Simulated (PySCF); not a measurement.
C3H3O2 (charge -1).
Geometry (PBE0-D3(BJ)/def2-SVP, Å), atoms numbered from 1 in this order:
```xyz
8
C3H3O2 angstrom
C     -1.0675   -0.4883    0.3909
C      0.1931   -0.0546    0.4626
C      0.9714    0.4995   -0.7495
O      2.1486    0.8234   -0.4902
O      0.3432    0.5549   -1.8249
H     -1.5640   -0.4380   -0.5854
H     -1.6180   -0.8853    1.2532
H      0.7494   -0.0783    1.4103
```

Method used: PySCF, delta-SCF UKS SCAN, pcX-2 on the ionised atom, pcseg-1 elsewhere, spin-free X2C. The ground state was rerun for each ionised atom, in the same mixed basis as its hole state.

| ionised atom | basis functions | E(ground) (Eh) | binding energy (eV) |
| --- | --- | --- | --- |
| C1 | 116 | -266.61765 | 285.728 |
| C2 | 116 | -266.61784 | 285.624 |
| C3 | 116 | -266.62354 | 287.814 |
| O4 | 116 | -266.64447 | 530.589 |
| O5 | 116 | -266.64347 | 530.592 |

**Question.** Fill in the total energy of each core-ionised state.

**Answer.** With binding energy = E(ionised) − E(ground) and 27.2114 eV a hartree:

```
atom  binding energy (Eh)  E(ionised) (Eh)
  C1              10.5003        -256.1173
  C2              10.4965        -256.1214
  C3              10.5770        -256.0466
  O4              19.4988        -247.1457
  O5              19.4989        -247.1446
```

**Question.** How much do the ground-state energies differ, and what would follow from using one of them for all holes?

**Answer.** They run from -266.6445 Eh (core basis on O4) to -266.6176 Eh (on C1), 0.0269 Eh or 0.73 eV apart, for one and the same state in different bases and grids. Pairing the ion of C1 with the ground state of O4 would put its binding energy 0.73 eV too high.

Lowest listed C 1s: C2, bonded to C (double bond), C and H. Highest, 2.19 eV above it: C3, bonded to O (double bond), O and C. The widest gap between neighbouring values is 2.08 eV, between 285.73 and 287.81 eV. Summing the Pauling electronegativity differences to the bonded atoms, each weighted by its formal bond order, gives -0.35 for the lowest site and +2.67 for the highest; no listed site has a larger sum than the highest. The smallest sum, -0.70, belongs to C1, 0.11 eV above the lowest.

Only 1s holes are shown. The species carries charge -1, so core ionisation leaves a neutral species. The basis sets have no added diffuse functions. Geometry: PBE0-D3(BJ)/def2-SVP, one conformer, isolated ion. The geometry's basis has no diffuse functions, a weakness for an anion.

The run took 23 s wall on one thread of an Arm Neoverse V1, shared host, and the process peaked at 0.48 GiB of memory.
